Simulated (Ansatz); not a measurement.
Cost and result for the atomization energy of `C/C=C\F` (9 atoms, 8 bonds).

```csv
atom,x (Å),y (Å),z (Å)
C1,-1.0157,0.2912,-0.4354
C2,0.0016,-0.3736,0.4242
C3,1.3073,-0.1921,0.3532
F4,1.8715,0.6405,-0.5348
H5,-1.6035,-0.4487,-0.9864
H6,-1.7197,0.8694,0.1701
H7,-0.5510,0.9641,-1.1556
H8,-0.3343,-1.0725,1.1832
H9,2.0437,-0.6784,0.9814
```

The species carries charge 0 and has multiplicity 1. Geometry: relaxed with PBE0-D4/def2-TZVP. Program: Ansatz. All runs use 2 threads of a server CPU on a shared host. Times are those of one run each, without the atoms' runs, and a repeat can differ threefold. Electronic energies, without spin–orbit coupling; frozen cores. CCSD(T)/CBS adds CCSD(T) − MP2 in def2-TZVPP to the MP2 limit, and its time is that of the two runs behind it. T1 = 0.011. B3LYP takes the VWN-RPA correlation (the form of Gaussian; ORCA's B3LYP/G).

CCSD(T)/CBS is a level of theory with its own doubt, some kJ/mol a heavy atom from the limit and from the frozen cores, so smaller differences don't rank the functionals.

| level | functions | wall time | atomization (kJ/mol) | difference from CCSD(T)/CBS | per bond |
| --- | --- | --- | --- | --- | --- |
| PBE-D4/def2-TZVPP (with forces) | 194 | 2.4 s | 3742.4 | 107.0 | 13.4 |
| PBE0-D4/def2-TZVPP | 194 | 2.6 s | 3667.9 | 32.5 | 4.1 |
| B3LYP-D4/def2-TZVPP (with forces) | 194 | 3.3 s | 3645.9 | 10.5 | 1.3 |
| B2PLYP/def2-TZVPP | 194 | 4.5 s | 3612.4 | -23.0 | -2.9 |
| r2SCAN-D4/def2-TZVPP (with forces) | 194 | 4.6 s | 3653.6 | 18.2 | 2.3 |
| ωB97X-V/def2-TZVPP | 194 | 7.5 s | 3639.8 | 4.4 | 0.6 |
| ωB97M-V/def2-TZVPP (with forces) | 194 | 9.5 s | 3649.4 | 14.0 | 1.7 |
| MP2/def2-QZVPP | 378 | 19 s | 3663.0 | 27.6 | 3.5 |
| CCSD(T)/def2-TZVPP | 194 | 70 s | 3553.1 | -82.3 | -10.3 |
| CCSD(T)/CBS(def2) | – | 88 s | 3635.4 | 0.0 | 0.0 |

From PBE to PBE0 (25 % exact exchange), in def2-TZVPP and without D4, the atomization energy moves by −72.5 kJ/mol: exact exchange takes away binding that semilocal exchange gives to molecules. The D4 term adds +18.9 kJ/mol with B3LYP and +9.8 kJ/mol with PBE0; it sums over pairs of atoms, weighted by their polarisabilities, and B3LYP, whose exchange is more repulsive, gets the larger term. In def2-TZVPP, CCSD(T) changes the Hartree–Fock value by +856.9 kJ/mol (the triples alone add +52.9 kJ/mol) and MP2 by +918.3 kJ/mol; breaking electron pairs costs correlation energy, which Hartree–Fock lacks.
